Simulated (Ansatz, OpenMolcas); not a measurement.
## How basis sets differ on C2H3F3 (1,1,2-trifluoroethane)

C2H3F3: 8 atoms, total charge 0, spin state singlet. SMILES: `FCC(F)F`. The shape is that of a PBE0-D4/def2-TZVP optimisation. This is one conformer, not always the lowest.

Quantity: the atomisation enthalpy at 298 K, in kJ/mol. The values are calculated. The thermal term (zero-point and 298 K enthalpy, harmonic and unscaled) is that of PBE0-D4/def2-TZVP; the spin-orbit lowering of the free atoms at 298 K, 3.9 kJ/mol by their spectra, is taken off.

Measured value to compare with: CRC Handbook of Chemistry and Physics; in doubt: semi-empirical heats miss it by far, so it may belong to another species or phase gives the atomisation enthalpy at 298 K of the gas as 3057 kJ/mol.

```json
{"level": "HF/STO-3G", "kind": "Hartree–Fock", "program": "OpenMolcas", "value (kJ/mol)": "2245", "computed − measured": "-812", "CPU time (all runs)": "6 s"}
{"level": "HF/3-21G", "kind": "Hartree–Fock", "program": "Ansatz", "value (kJ/mol)": "1889", "computed − measured": "-1168", "CPU time (all runs)": "1.5 s"}
{"level": "HF/def2-SVP", "kind": "Hartree–Fock", "program": "Ansatz", "value (kJ/mol)": "2123", "computed − measured": "-934", "CPU time (all runs)": "5 s"}
{"level": "HF/def2-SVPD", "kind": "Hartree–Fock", "program": "Ansatz", "value (kJ/mol)": "2140", "computed − measured": "-917", "CPU time (all runs)": "1.1 s"}
{"level": "HF/def2-TZVPD", "kind": "Hartree–Fock", "program": "Ansatz", "value (kJ/mol)": "2086", "computed − measured": "-971", "CPU time (all runs)": "2.7 s"}
{"level": "HF/def2-TZVPPD", "kind": "Hartree–Fock", "program": "Ansatz", "value (kJ/mol)": "2089", "computed − measured": "-968", "CPU time (all runs)": "3.2 s"}
{"level": "HF/def2-QZVPPD", "kind": "Hartree–Fock", "program": "Ansatz", "value (kJ/mol)": "2091", "computed − measured": "-966", "CPU time (all runs)": "12 s"}
```

Nearest: HF/STO-3G (-812 kJ/mol); farthest: HF/3-21G (-1168 kJ/mol). Without the sets that lack polarisation functions the rows with a basis span only 2086 to 2140 kJ/mol. Times are those of the runs behind each value, whatever else they computed, on shared processors of several kinds: orders of magnitude only.
